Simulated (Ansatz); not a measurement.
Rhombohedral A7 As, treated with r²SCAN-D4 in Ansatz (plane waves, PAW).

Run with plane-wave cutoff 500 eV, 12×12×12 k mesh, Fermi–Dirac smearing 0.05 eV, scalar-relativistic PAW data made under PBE.

Computed at the level's own relaxed cell.

Question: Estimate the volume per atom, equilibrium lattice constant a and c axis length that the calculation returns.

Answer: 
* **volume per atom**: 22.04 Å³/atom
* **equilibrium lattice constant a**: 3.749 Å
* **c axis length**: 10.865 Å

Measured, for comparison: lattice constant a 3.760 Å, lattice parameter c 10.441 Å (4 K, zero-point motion not removed; as tabulated in Schiferl, Barrett, J. Appl. Cryst. 2, 30 (1969), as in the American …). Computed (rounded) less measured: lattice constant a -0.3 %, lattice parameter c +4.1 %.

Static lattice: no zero-point or thermal effects.

It cost around 70 core-seconds (rough) of CPU time.

Ansatz is an electronic-structure program.
